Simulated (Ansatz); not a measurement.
**AlH3S (SMILES [AlH2][SH]), step by step**

Wanted: a series of 36 runs (HF/STO-3G, UHF/STO-3G, HF/3-21G, UHF/3-21G, HF/6-31G*, UHF/6-31G*, B3LYP/6-31G*, UB3LYP/6-31G*, and more) of AlH3S. 

The results are computed with Ansatz 0.2.0.

## 1. Starting point

AlH3S has 5 atoms, charge 0, and is taken as a singlet. SMILES: `[AlH2][SH]`. Geometry: relaxed at PBE0-D4/def2-TZVP. The run starts from this shape.

Bond lengths: Al1–S2 2.181 Å, Al1–H3 1.579 Å, Al1–H4 1.581 Å, S2–H5 1.344 Å. Angles: Al1–S2–H5 93.7°, S2–Al1–H3 116.5°, S2–Al1–H4 118.9°, H3–Al1–H4 124.6°.

## 2. A geometry optimisation at HF/STO-3G (run 1)

Input file in.yaml:

```yaml
basis:
  gaussian:
    orbitals: STO-3G
crystal:
  periodic: [false, false, false]
  atoms:
    - {symbol: Al, position_ang: [-0.616100, -0.064200, -0.181700]}
    - {symbol: S, position_ang: [1.129100, -0.343100, 1.096600]}
    - {symbol: H, position_ang: [-1.981700, -0.650100, 0.351100]}
    - {symbol: H, position_ang: [-0.441100, 0.696000, -1.556400]}
    - {symbol: H, position_ang: [1.959700, 0.287800, 0.249000]}
hamiltonian:
  xc: hf
relax:
  f_tol: 0.002
output: {orbitals: {seedname: orbitals}}
```

On the command line:

```bash
$ ansatz run in.yaml --threads 1 --pin off --max-ram 3480MiB --events-out events.jsonl --progress --plain --runs-dir runs
```

The program printed:

```text
Warning: RAYON_NUM_THREADS=1 ignored (pool sized by the plan → 1); use --threads N
The last accepted step is kept in runs//last_step.txt (removed where the run ends without a failure and the disk answers)
[... 55 lines left out ...]
Total energy: -17250.89804125 eV, -633.9588099372 hartree
[... 5 lines left out ...]
Dipole moment:    -0.115283     0.097747    -0.235688 e Å
```

Wall time 1.9 s (1 thread of Arm Neoverse V1, shared host).

The path in brief:

```csv
step,energy from the first frame kept (eV),largest force (eV/Å)
1,0.0000,2.3491
2,-0.2529,1.1158
3,-0.3289,1.3198
4,-0.3646,0.0981
5,-0.3652,0.0130
6,-0.3652,0.0129
7,-0.3652,0.0008
```

After the run. Bond lengths: Al1–S2 2.092 Å, Al1–H3 1.473 Å, Al1–H4 1.475 Å, S2–H5 1.327 Å. Angles: Al1–S2–H5 97.0°, S2–Al1–H3 118.0°, S2–Al1–H4 119.4°, H3–Al1–H4 122.6°.

## 3. Vibrational wavenumbers at HF/STO-3G (run 2)

Input file run.yaml:

```yaml
basis:
  gaussian: {orbitals: STO-3G}
crystal:
  periodic: [false, false, false]
  atoms:
    - {symbol: Al, position_ang: [-0.606934, -0.066113, -0.174206]}
    - {symbol: S, position_ang: [1.072858, -0.328204, 1.044144]}
    - {symbol: H, position_ang: [-1.895126, -0.602951, 0.298270]}
    - {symbol: H, position_ang: [-0.464234, 0.640685, -1.460803]}
    - {symbol: H, position_ang: [1.943337, 0.282983, 0.251194]}
hamiltonian: {xc: hf}
phonons: {temperatures: {t_min: 298.15, t_max: 298.15, t_step: 1}}
```

On the command line:

```bash
$ ansatz run run.yaml --threads 1 --pin off --max-ram 3480MiB --events-out events.jsonl --progress --plain --runs-dir runs
```

The program printed:

```text
Warning: RAYON_NUM_THREADS=1 ignored (pool sized by the plan → 1); use --threads N
[... 169 lines left out ...]
Total energy: -17250.89804132 eV, -633.9588099400 hartree
[... 5 lines left out ...]
Dipole moment:    -0.115282     0.097748    -0.235689 e Å
Vibrations: 397.87 604.15 663.22 743.40 962.20 1040.00 2694.63 2741.53 3275.02 cm⁻¹, zero-point energy 0.813463 eV
```

Run time: 4.2 s. Hardware: 1 thread of Arm Neoverse V1, shared host.

Runs 3 to 5 aren't shown in full; the table further down has their settings and results.

## 4. The harmonic vibrations at HF/3-21G (run 6)

Input file input.yaml:

```yaml
crystal:
  periodic: [false, false, false]
  atoms:
    - {symbol: Al, position_ang: [-0.684155, -0.056255, -0.226046]}
    - {symbol: S, position_ang: [1.151508, -0.326355, 1.074260]}
    - {symbol: H, position_ang: [-2.017978, -0.668788, 0.371253]}
    - {symbol: H, position_ang: [-0.522060, 0.706228, -1.610511]}
    - {symbol: H, position_ang: [2.122586, 0.271570, 0.349644]}
basis:
  gaussian:
    orbitals: 3-21G.json
magnetization:
  spin_polarized: false
  initial_magnetization: 0
hamiltonian:
  xc: hf
phonons:
  temperatures: {t_min: 298.15, t_max: 298.15, t_step: 1}
```

The basis set 3-21G is read from a file made from the Basis Set Exchange's data (not shown).

On the command line:

```bash
$ ansatz run input.yaml --threads 1 --pin off --max-ram 3480MiB --events-out events.jsonl --progress --plain --runs-dir runs
```

The program printed:

```text
Warning: RAYON_NUM_THREADS=1 ignored (pool sized by the plan → 1); use --threads N
[... 168 lines left out ...]
Total energy: -17358.41423860 eV, -637.9099573130 hartree
[... 5 lines left out ...]
Dipole moment:    -0.224959     0.189474    -0.457510 e Å
Vibrations: 363.52 444.93 472.79 619.99 747.63 769.04 2019.63 2045.71 2645.82 cm⁻¹, zero-point energy 0.627921 eV
```

Wall time 4.8 s (1 thread of Arm Neoverse V1, shared host).

Runs 7 to 35 aren't shown in full; the table further down has their settings and results.

## 5. The doublet cation: a geometry optimisation at UCCSD(T)/cc-pVDZ (run 36)

Input file molecule.yaml:

```yaml
crystal:
  periodic: [false, false, false]
  atoms:
    - symbol: Al
      position_ang: [-0.627647, -0.063692, -0.187688]
    - symbol: S
      position_ang: [1.143455, -0.346001, 1.108277]
    - symbol: H
      position_ang: [-1.995310, -0.651162, 0.347338]
    - symbol: H
      position_ang: [-0.455945, 0.697493, -1.565574]
    - symbol: H
      position_ang: [1.985346, 0.289761, 0.256246]
basis:
  gaussian:
    orbitals: cc-pVDZ
total_charge: 1
magnetization:
  spin_polarized: true
  initial_magnetization: 1
correlation:
  method: ccsd_t
accuracy: high
scf:
  omitted_lower_state_checks: [cluster_reference]
relax: {}
```

On the command line:

```bash
$ ansatz run molecule.yaml --threads 1 --pin off --max-ram 3480MiB --events-out events.jsonl --progress --plain --runs-dir runs
```

The program printed:

```text
Warning: RAYON_NUM_THREADS=1 ignored (pool sized by the plan → 1); use --threads N
[... 1 set-up line as earlier in the session ...]
[... 17 lines left out ...]
10 core orbitals not correlated: weight in the atoms' cores, before any rotation towards them, 1.000 or more for the frozen orbitals, at most 0.000 for the correlated occupied ones
[... 60 lines left out ...]
10 core orbitals not correlated: weight in the atoms' cores, before any rotation towards them, 1.000 or more for the frozen orbitals, at most 0.000 for the correlated occupied ones
[... 61 lines left out ...]
10 core orbitals not correlated: weight in the atoms' cores, before any rotation towards them, 1.000 or more for the frozen orbitals, at most 0.000 for the correlated occupied ones
[... 65 lines left out ...]
10 core orbitals not correlated: weight in the atoms' cores, before any rotation towards them, 1.000 or more for the frozen orbitals, at most 0.000 for the correlated occupied ones
[... 32 lines left out ...]
Dipole moment:     0.008996     0.122767    -0.230230 e Å
Checks for a lower state left out: cluster_reference
```

Run time: 89 s. Hardware: 1 thread of Arm Neoverse V1, shared host; peak memory 0.31 GiB.

Step by step:

```
step  energy from the first frame kept (eV)  largest force (eV/Å)
   1                                 0.0000                3.6492
   2                                -0.3772                1.2599
   3                                -0.4192                0.7852
   4                                -0.4641                0.0833
   5                                -0.4657                0.0200
   6                                -0.4658                0.0086
```

After the run. Bond lengths: Al1–S2 2.516 Å, Al1–H3 1.559 Å, Al1–H4 1.560 Å, S2–H5 1.366 Å. Angles: Al1–S2–H5 98.1°, S2–Al1–H3 105.2°, S2–Al1–H4 107.7°, H3–Al1–H4 147.1°.

## 6. Overview of the runs

```
run                                level         task  walk f tol  partner  energy (Eh)  dipole moment (D)  wall time
  1                            HF/STO-3G     optimise       0.002     base  -633.958810               1.34      1.9 s
  2                            HF/STO-3G  frequencies           –     base  -633.958810               1.34      4.2 s
  3                           UHF/STO-3G       energy           –   cation  -633.746949                  –     0.18 s
  4                           UHF/STO-3G     optimise           –   cation  -633.769285                  –        2 s
  5                             HF/3-21G     optimise       0.002     base  -637.909957               2.61      1.8 s
  6                             HF/3-21G  frequencies           –     base  -637.909957               2.61      4.8 s
  7                            UHF/3-21G       energy           –   cation  -637.577001                  –     0.46 s
  8                            UHF/3-21G     optimise           –   cation  -637.598084                  –      2.7 s
  9      HF/6-31G* (Cartesian functions)     optimise       0.002     base  -641.190156               1.64      4.2 s
 10      HF/6-31G* (Cartesian functions)  frequencies           –     base  -641.190156               1.64      8.1 s
 11     UHF/6-31G* (Cartesian functions)       energy           –   cation  -640.858023                  –     0.83 s
 12     UHF/6-31G* (Cartesian functions)     optimise           –   cation  -640.874401                  –      5.7 s
 13   B3LYP/6-31G* (Cartesian functions)     optimise       0.002     base  -642.454065               1.33      8.1 s
 14   B3LYP/6-31G* (Cartesian functions)  frequencies           –     base  -642.454065               1.33       17 s
 15  UB3LYP/6-31G* (Cartesian functions)       energy           –   cation  -642.080238                  –        9 s
 16  UB3LYP/6-31G* (Cartesian functions)     optimise           –   cation  -642.099601                  –       27 s
 17                         PBE/def2-SVP     optimise       0.002     base  -641.924722               1.02        6 s
 18                         PBE/def2-SVP  frequencies           –     base  -641.924722               1.02       13 s
 19                        UPBE/def2-SVP       energy           –   cation  -641.556382                  –      9.6 s
 20                        UPBE/def2-SVP     optimise           –   cation  -641.574105                  –       24 s
 21     MP2/6-31G* (Cartesian functions)     optimise       0.002     base  -641.360599               1.41      4.8 s
 22     MP2/6-31G* (Cartesian functions)  frequencies           –     base  -641.360599               1.41       17 s
 23    UMP2/6-31G* (Cartesian functions)       energy           –   cation  -641.000232                  –      2.3 s
 24    UMP2/6-31G* (Cartesian functions)     optimise           –   cation  -641.016523                  –      8.4 s
 25                         CCSD/cc-pVDZ     optimise       0.002     base  -641.465077               1.07       26 s
 26                         CCSD/cc-pVDZ  frequencies           –     base  -641.465077               1.07       87 s
 27                        UCCSD/cc-pVDZ       energy           –   cation  -641.104398                  –      8.4 s
 28                        UCCSD/cc-pVDZ     optimise           –   cation  -641.121710                  –       76 s
 29                       B2PLYP/cc-pVTZ     optimise       0.002     base  -642.230699               1.00       40 s
 30                       B2PLYP/cc-pVTZ  frequencies           –     base  -642.230699               1.00    2.3 min
 31                   wB97M-V/def2-TZVPD     optimise       0.002     base  -642.421676               0.97       53 s
 32                   wB97M-V/def2-TZVPD  frequencies           –     base  -642.421676               0.97      3 min
 33                      CCSD(T)/cc-pVDZ     optimise       0.002     base  -641.470723               1.02       29 s
 34                      CCSD(T)/cc-pVDZ  frequencies           –     base  -641.470723               1.02       97 s
 35                     UCCSD(T)/cc-pVDZ       energy           –   cation  -641.108618                  –      8.7 s
 36                     UCCSD(T)/cc-pVDZ     optimise           –   cation  -641.125735                  –       89 s
```

## 7. What came out

```
                                                                             quantity          value
                                      doublet cation, run 36: total energy at the end  -641.12574 Eh
                 doublet cation, run 36: correlation energy (10 core orbitals frozen)     -211.9 mEh
                                               doublet cation, run 36: (T) correction      -4.03 mEh
                            doublet cation, run 36: ⟨S²⟩ of the reference determinant          0.760
                                                doublet cation, run 36: T1 diagnostic          0.010
                        vertical ionisation energy (to the doublet cation), HF/STO-3G       5.765 eV
                         vertical ionisation energy (to the doublet cation), HF/3-21G       9.060 eV
                        vertical ionisation energy (to the doublet cation), HF/6-31G*       9.038 eV
                     vertical ionisation energy (to the doublet cation), PBE/def2-SVP      10.023 eV
                       vertical ionisation energy (to the doublet cation), MP2/6-31G*       9.806 eV
                     vertical ionisation energy (to the doublet cation), CCSD/cc-pVDZ       9.815 eV
    adiabatic ionisation energy (to the doublet cation, no zero-point term), HF/3-21G       8.487 eV
adiabatic ionisation energy (to the doublet cation, no zero-point term), CCSD/cc-pVDZ       9.343 eV
```

At HF/STO-3G: removing an electron at fixed nuclei costs 5.77 eV (556 kJ/mol). In a minimal basis such a difference can be off by several eV, whatever the method. At HF/3-21G: removing an electron at fixed nuclei costs 9.06 eV (874 kJ/mol). At HF/6-31G*: removing an electron at fixed nuclei costs 9.04 eV (208 kcal/mol). At PBE/def2-SVP: removing an electron at fixed nuclei costs 10.02 eV (967 kJ/mol). At MP2/6-31G*: the vertical ionisation energy comes to 9.81 eV (946 kJ/mol). Totals of different functionals can't be ranked against each other. In runs 1, 2, 3, 4 the basis is minimal, so the values are rough. All runs together took 17 min, the longest 3 min.
